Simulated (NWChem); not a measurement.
System: NH, triplet; SMILES [NH]

```xyz
2

N      0.0000     0.0000    -0.1395
H      0.0000     0.0000     0.9072
```
Atoms are numbered in this order, from 1.

Computed with NWChem. Pople sets run with spherical d functions. Spin-unrestricted. Structure relaxed at the PBE0/def2-SVP, spin-unrestricted level. No stability test was run on the SCF state. B3LYP is NWChem's, with the RPA form of VWN correlation. Vertical excitations in the gas phase; the lowest state need not have the same character in each row. Excited states of an open shell can be spin-contaminated.

```csv
level,lowest excitation (eV),oscillator strength of that lowest state,lowest state with f > 0.02 (eV),oscillator strength of that bright state,"lowest empty minus highest occupied level, either spin (eV)"
"PBE/6-31+G*, TDA",4.20,0.010,8.06,0.044,3.64
"B3LYP/6-31+G*, TDA",?,0.009,?,0.039,?
"PBE0/6-31+G*, TDA",4.18,0.010,8.71,0.041,7.23
"LRC-wPBEh/6-31+G*, TDA",4.14,0.010,8.69,0.042,10.94
```

Task: Fill in the missing entries.

Result: 
- B3LYP/6-31+G*, TDA, lowest excitation (eV): 4.07
- B3LYP/6-31+G*, TDA, lowest state with f > 0.02 (eV): 8.40
- B3LYP/6-31+G*, TDA, lowest empty minus highest occupied level, either spin (eV): 6.11
